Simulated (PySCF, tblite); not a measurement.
**C5H10N radical: geometry, infrared bands and EPR parameters**

What infrared bands and EPR parameters should C5H10N radical (`[CH2]N1CCCC1`) show?

Programs: tblite 0.8.0 and PySCF 2.14.0, with density-fitted response routines of our own. Each step states its level of theory. These are calculated values for one molecule in the gas phase, unless marked as measured. Atoms count from 0, in the outputs and in this text.

### Step 1. Starting geometry

16 atoms, charge 0, multiplicity 2; geometry from: force field or distance geometry start.

Bonds of the start (Å): C0–N1 1.48, N1–C2 1.47, C2–C3 1.54, C3–C4 1.51, C4–C5 1.52, C5–N1 1.45, C0–H6 1.08, C0–H7 1.09, C2–H8 1.10, C2–H9 1.09, C3–H10 1.10, C3–H11 1.10, C4–H12 1.10, C4–H13 1.10, C5–H14 1.09, C5–H15 1.11.

### Step 2. Relaxing the molecule with GFN2-xTB

Job settings and geometry (Å):

```
{"job": {"kind": "relax", "xc": "GFN2-xTB", "basis": "xTB"}, "charge": 0, "multiplicity": 2}
C      2.173900    -0.576600    -0.188000
N      0.701300    -0.508900    -0.347200
C      0.000100    -0.726500     0.923300
C     -1.419600    -0.243300     0.586400
C     -1.260100     0.726100    -0.557200
C      0.230100     0.770900    -0.853400
H      2.623500    -1.231900     0.539500
H      2.824200    -0.035600    -0.868100
H      0.412600    -0.114400     1.732200
H     -0.003200    -1.772600     1.239600
H     -1.896300     0.219900     1.459300
H     -2.052800    -1.095800     0.286300
H     -1.653700     1.721100    -0.303900
H     -1.807400     0.360100    -1.440200
H      0.432900     0.900500    -1.918300
H      0.686900     1.615900    -0.301600
```

On the command line:

```
OMP_NUM_THREADS=1 python probes_run.py task.json out
```

This one command runs all jobs of the session in turn.

Log:

```text
step      E/eV     max force
  0    -507.41120    3.858
  1    -507.61125    1.017
  2    -507.64678    0.700
  3    -507.67325    0.347
  4    -507.68410    0.322
  5    -507.70515    0.341
  6    -507.71485    0.308
  7    -507.72223    0.211
  8    -507.72649    0.157
  9    -507.72988    0.172
 10    -507.73252    0.212
 11    -507.73507    0.180
 12    -507.73727    0.116
 13    -507.73907    0.082
 14    -507.74058    0.099
 15    -507.74205    0.087
 16    -507.74332    0.078
 17    -507.74406    0.047
 18    -507.74435    0.030
 19    -507.74449    0.025
 20    -507.74461    0.025
 21    -507.74474    0.027
 22    -507.74490    0.037
 23    -507.74519    0.052
 24    -507.74587    0.086
 25    -507.74743    0.225
 26    -507.74950    0.241
 27    -507.72430    0.662
 28    -507.73705    1.115
 29    -507.72364    1.061
 30    -507.75987    0.212
 31    -507.76432    0.231
 32    -507.76301    0.248
 33    -507.76876    0.134
 34    -507.77051    0.118
 35    -507.77511    0.091
 36    -507.77536    0.033
 37    -507.77547    0.026
 38    -507.77562    0.029
 39    -507.77576    0.033
 40    -507.77588    0.030
 41    -507.77599    0.031
 42    -507.77611    0.042
 43    -507.77627    0.050
 44    -507.77642    0.042
 45    -507.77657    0.026
 46    -507.77674    0.033
 47    -507.77698    0.052
 48    -507.77731    0.066
 49    -507.77763    0.049
 50    -507.77788    0.038
 51    -507.77808    0.042
 52    -507.77826    0.042
 53    -507.77843    0.034
 54    -507.77853    0.026
 55    -507.77860    0.022
 56    -507.77865    0.019
 57    -507.77868    0.016
 58    -507.77869    0.007
```

Run time: 0.28 s. Hardware: 1 thread of Arm Neoverse V1, shared host.

Step by step: (not every step is listed) (the energy doesn't fall at every step)

```
step  energy from step 0 (eV)  largest force (eV/Å)
   0                   0.0000                3.8580
   1                  -0.2000                1.0172
   2                  -0.2356                0.7004
   3                  -0.2620                0.3472
   4                  -0.2729                0.3222
   5                  -0.2939                0.3408
   6                  -0.3037                0.3079
   7                  -0.3110                0.2108
   8                  -0.3153                0.1572
  12                  -0.3261                0.1164
  16                  -0.3321                0.0779
  20                  -0.3334                0.0247
  24                  -0.3347                0.0856
  28                  -0.3259                1.1149
  32                  -0.3518                0.2476
  36                  -0.3642                0.0327
  40                  -0.3647                0.0305
  44                  -0.3652                0.0417
  48                  -0.3661                0.0659
  52                  -0.3671                0.0421
  53                  -0.3672                0.0340
  54                  -0.3673                0.0260
  55                  -0.3674                0.0217
  56                  -0.3675                0.0192
  57                  -0.3675                0.0163
  58                  -0.3675                0.0067
```

Close pairs (by a distance rule), those that changed most:

```
  bond  before (Å)  after (Å)  change (Å)
 C0–N1       1.483      1.382      -0.100
 C3–C4       1.508      1.541      +0.033
 N1–C2       1.467      1.442      -0.026
C3–H11       1.104      1.089      -0.015
 C4–C5       1.520      1.533      +0.013
 N1–C5       1.455      1.442      -0.013
C4–H13       1.101      1.089      -0.012
 C0–H7       1.085      1.074      -0.011
```

The next job starts from the end point, and lists it.

### Step 3. Harmonic vibrations with GFN2-xTB

Job settings and geometry (Å):

```
{"job": {"kind": "ir", "xc": "GFN2-xTB", "basis": "xTB"}, "charge": 0, "multiplicity": 2}
C      2.164506    -0.557072    -0.175465
N      0.801236    -0.328472    -0.170012
C      0.012397    -0.637290     0.996698
C     -1.419778    -0.277922     0.583381
C     -1.259209     0.711217    -0.586847
C      0.255412     0.863366    -0.770438
H      2.492097    -1.445776     0.331253
H      2.685459    -0.260032    -1.066598
H      0.326992    -0.033049     1.863500
H      0.128891    -1.690840     1.257727
H     -1.970016     0.160854     1.413732
H     -1.955876    -1.167758     0.256727
H     -1.727706     1.670818    -0.376120
H     -1.712846     0.306550    -1.490475
H      0.553600     0.923305    -1.818771
H      0.617242     1.771042    -0.259703
```

Log:

```text
mode    cm-1     km/mol
  1     -80.4      0.00
  2     126.6      0.07
  3     273.3      3.94
  4     274.9     15.72
  5     348.8      1.13
  6     568.0      8.75
  7     598.3     38.02
  8     643.7      0.00
  9     790.8      2.15
 10     858.4      0.26
 11     907.4      5.54
 12     962.9      0.99
 13     986.2      0.16
 14     992.0      3.08
 15    1049.1      0.92
 16    1088.2      0.11
 17    1113.9      0.37
 18    1177.3     11.52
 19    1180.9      0.08
 20    1195.9      1.07
 21    1208.7      2.85
 22    1248.3     13.92
 23    1289.7      4.02
 24    1296.4      0.19
 25    1303.3      2.64
 26    1328.8      0.45
 27    1374.6      3.99
 28    1464.8     22.28
 29    1474.7      0.60
 30    1483.5      5.45
 31    1489.1      0.01
 32    1506.3      0.07
 33    2816.1     25.73
 34    2821.9    121.11
 35    2974.7      8.83
 36    2976.3     54.27
 37    2995.2      2.63
 38    3012.9     80.58
 39    3015.0     32.92
 40    3022.4     44.25
 41    3103.8     47.20
 42    3147.8     64.64
```

Run time: 0.38 s. Hardware: 1 thread of Arm Neoverse V1, shared host.

Which atoms move in the most intense modes:

```
cm⁻¹  km/mol                                   atoms
 598    38.0               H6 33 %, H7 33 %, C0 26 %
2822   121.1                       H8 54 %, H15 38 %
2976    54.3                       H14 68 %, H9 21 %
3013    80.6            H13 36 %, H11 29 %, H10 16 %
3015    32.9  H12 34 %, H10 28 %, H11 21 %, H13 12 %
3022    44.2  H12 35 %, H10 34 %, H11 13 %, H13 13 %
3104    47.2                        H6 49 %, H7 47 %
3148    64.6               H7 46 %, H6 44 %, C0 10 %
```

### Step 4. g tensor and hyperfine couplings: B3LYP/pcH-1

The job, as its differences from that of step 3:

```diff
@@ -1,2 +1,2 @@
-{"job": {"kind": "ir", "xc": "GFN2-xTB", "basis": "xTB"}, "charge": 0, "multiplicity": 2}
+{"job": {"kind": "epr", "basis": "pcH-1"}, "charge": 0, "multiplicity": 2}
 C      2.164506    -0.557072    -0.175465
```

Level: UKS B3LYP, pcH-1 on C H N, non-relativistic, mean-field spin-orbit, GIAO.

Log:

```text
UKS, coarse grid
  cycle   1  E = -251.22057542  |g| = 2.69e-01
  cycle   2  E = -251.21500292  |g| = 2.98e-01
  cycle   3  E = -251.26124145  |g| = 2.66e-02
  cycle   4  E = -251.26156360  |g| = 1.23e-02
  cycle   5  E = -251.26163273  |g| = 5.45e-03
  cycle   6  E = -251.26164994  |g| = 1.50e-03
  cycle   7  E = -251.26165218  |g| = 7.85e-04
UKS, final grid
  cycle   1  E = -251.26161568  |g| = 1.23e-03
  cycle   2  E = -251.26161460  |g| = 2.05e-03
  cycle   3  E = -251.26161626  |g| = 1.36e-04
  cycle   4  E = -251.26161627  |g| = 3.57e-05
  cycle   5  E = -251.26161627  |g| = 1.78e-05
E = -251.26161627 Eh   <S^2> = 0.7531 (exact 0.7500)
g shifts (ppm)      1          2          3
  rmc          -162       -162       -162
  gc              5         42         35
  oz_so          -8        672       1170
  total        -164        552       1043
hyperfine (MHz)  atom isotope    a_iso     a_fc   dipolar eigenvalues
    0   13C     118.48     118.48    -61.86    -61.35    123.21
    1   14N      13.42      13.42    -13.66    -13.30     26.96
    2   13C       4.58       4.58     -2.42     -1.03      3.46
    3   13C       0.17       0.17     -0.63     -0.45      1.08
    4   13C       0.18       0.18     -0.63     -0.45      1.08
    5   13C       4.67       4.67     -2.42     -1.04      3.46
    6    1H     -24.84     -24.84    -29.16     -0.83     29.99
    7    1H     -24.78     -24.78    -29.16     -0.83     29.99
    8    1H      28.97      28.97     -3.82     -2.84      6.67
    9    1H      11.91      11.91     -3.65     -2.85      6.49
   10    1H       0.27       0.27     -1.19     -0.98      2.18
   11    1H       0.62       0.62     -1.63     -1.39      3.02
   12    1H       0.28       0.28     -1.19     -0.98      2.17
   13    1H       0.63       0.63     -1.64     -1.39      3.03
   14    1H      11.87      11.87     -3.65     -2.85      6.49
   15    1H      29.02      29.02     -3.82     -2.84      6.66
```

Wall time 48 s (1 thread of Arm Neoverse V1, shared host); peak memory 0.96 GiB.

Principal g values 2.00216, 2.00287, 2.00336; g(iso) = 2.00280, against 2.00232 for a free electron.

Mean a(iso) over the nuclei that a row names, and the largest dipolar term of the row (other rows stand at the frozen geometry):

```
            nuclei  isotope  a(iso) (MHz)  a(iso) (G, at g = 2.0023)  largest dipolar term (MHz)
                C0      13C         118.5                       42.3                       123.2
            H6, H7       1H         -24.8                       -8.9                        30.0
  H8, H9, H14, H15       1H          20.4                        7.3                         6.7
                N1      14N          13.4                        4.8                        27.0
            C2, C5      13C           4.6                        1.7                         3.5
H10, H11, H12, H13       1H           0.4                        0.2                         3.0
            C3, C4      13C           0.2                        0.1                         1.1
```

Mulliken spin populations:

C0 0.82; N1 0.17; C2 -0.02; C3 0.00; C4 0.00; C5 -0.02; H6 -0.03; H7 -0.03; H8 0.04; H9 0.01; H10 0.00; H11 0.00; H12 0.00; H13 0.00; H14 0.01; H15 0.04

In first order the couplings over 0.8 MHz of 1H, 14N give 45 distinct lines over 56.5 G, if the averaged nuclei exchange fast.

Orbitals, density, ELF and potential are computed afterwards from the orbital file.

ELF in a plane through or near 8 of the atoms.

Values, 10 rows by 14 columns:
```
0.00 0.00 0.00 0.00 0.00 0.00 0.00 0.00 0.00 0.00 0.00 0.00 0.00 0.00
0.00 0.00 0.00 0.00 0.00 0.01 0.08 0.02 0.00 0.00 0.00 0.00 0.00 0.00
0.00 0.00 0.00 0.00 0.00 0.48 0.96 0.58 0.02 0.03 0.02 0.00 0.00 0.00
0.00 0.00 0.58 0.96 0.27 0.18 0.93 0.66 0.43 0.60 0.54 0.09 0.00 0.00
0.00 0.00 0.48 0.97 0.73 0.42 0.87 0.63 0.44 0.42 0.46 0.05 0.00 0.00
0.00 0.00 0.12 0.67 0.28 0.80 0.31 0.16 0.71 0.71 0.13 0.01 0.00 0.00
0.00 0.00 0.78 0.99 0.73 0.05 0.54 0.38 0.73 0.78 0.72 0.14 0.00 0.00
0.00 0.00 0.09 0.53 0.02 0.45 0.98 0.75 0.09 0.24 0.22 0.03 0.00 0.00
0.00 0.00 0.00 0.00 0.00 0.13 0.67 0.22 0.00 0.00 0.00 0.00 0.00 0.00
0.00 0.00 0.00 0.00 0.00 0.00 0.00 0.00 0.00 0.00 0.00 0.00 0.00 0.00
```
The map spans 10.7 Å across and 9.3 Å up, centred on the molecule. Atoms in the plane (x, y in Å): C0 (-2.2, 0.0), N1 (-0.9, 0.0), C2 (-0.1, 1.2), C3 (1.3, 0.8), C4 (1.3, -0.8), C5 (-0.1, -1.2), H6 (-2.7, 0.9), H7 (-2.7, -0.9).

log10 of the density (e/Å³) in the same plane.

Values, 10 rows by 14 columns:
```
-4.0 -4.0 -4.0 -4.0 -4.0 -4.0 -4.0 -4.0 -4.0 -4.0 -4.0 -4.0 -4.0 -4.0
-4.0 -4.0 -4.0 -4.0 -3.8 -3.0 -2.6 -2.7 -3.2 -3.6 -3.9 -4.0 -4.0 -4.0
-4.0 -4.0 -3.5 -3.0 -2.6 -1.8 -1.0 -1.3 -2.0 -2.2 -2.5 -3.2 -4.0 -4.0
-4.0 -3.4 -2.0 -1.2 -1.3 -1.1  0.0  0.0 -0.5 -0.5 -1.1 -2.2 -3.6 -4.0
-4.0 -3.0 -1.3 -0.1  0.0 -0.2  0.2  0.1  0.3  0.2 -0.8 -2.0 -3.4 -4.0
-4.0 -2.9 -1.4 -0.2  1.0  0.3  0.6 -0.4  0.0 -0.1 -1.1 -2.2 -3.5 -4.0
-4.0 -3.1 -1.5 -0.5 -0.7 -1.0  0.0  0.4  0.1  0.0 -0.8 -1.9 -3.4 -4.0
-4.0 -3.8 -2.6 -1.9 -1.9 -1.2 -0.1 -0.4 -1.2 -1.2 -1.7 -2.5 -3.8 -4.0
-4.0 -4.0 -4.0 -3.8 -3.2 -2.3 -1.8 -2.0 -2.6 -2.9 -3.2 -3.8 -4.0 -4.0
-4.0 -4.0 -4.0 -4.0 -4.0 -4.0 -3.6 -3.8 -4.0 -4.0 -4.0 -4.0 -4.0 -4.0
```
The map spans 10.7 Å across and 9.3 Å up, centred on the molecule. Atoms in the plane (x, y in Å): C0 (-2.2, 0.0), N1 (-0.9, 0.0), C2 (-0.1, 1.2), C3 (1.3, 0.8), C4 (1.3, -0.8), C5 (-0.1, -1.2), H6 (-2.7, 0.9), H7 (-2.7, -0.9).

On the surface of density 0.002 e/bohr³ the electrostatic potential runs, from the 1st to the 99th percentile, from -1.15 V near C0 to 0.65 V near H9.

The spin density lies nearest to C0 51 %; N1 21 %; H6, H7 about 9 % each.

### Step 5. What came out

```
                                 quantity                  value
strongest single infrared mode (GFN2-xTB)  2822 cm⁻¹, 121 km/mol
             zero-point energy (GFN2-xTB)          87.9 kcal/mol
                           g(iso) (B3LYP)                2.00280
                                     ⟨S²⟩     0.753 (exact 0.75)
       largest a(iso) (averaged by class)   13C on C0, 118.5 MHz
    surface potential, 1st and 99th percentile     -1.15 V and 0.65 V
```

Over 58 steps the energy fell by 0.367 eV; of the close pairs, C0–N1 changed most, 1.483 to 1.382 Å. The lowest mode is imaginary (80i cm⁻¹), so the xTB geometry is not a minimum. The strongest single mode, at 2822 cm⁻¹, moves mainly H8 and H15. GFN2-xTB is a fitted tight-binding method: band positions and strengths are rough. Its intensities can rank the bands wrongly. Most of the unpaired spin sits on C0 (0.82 e). The isotropic g lies 0.5 ppt above the free-electron value.
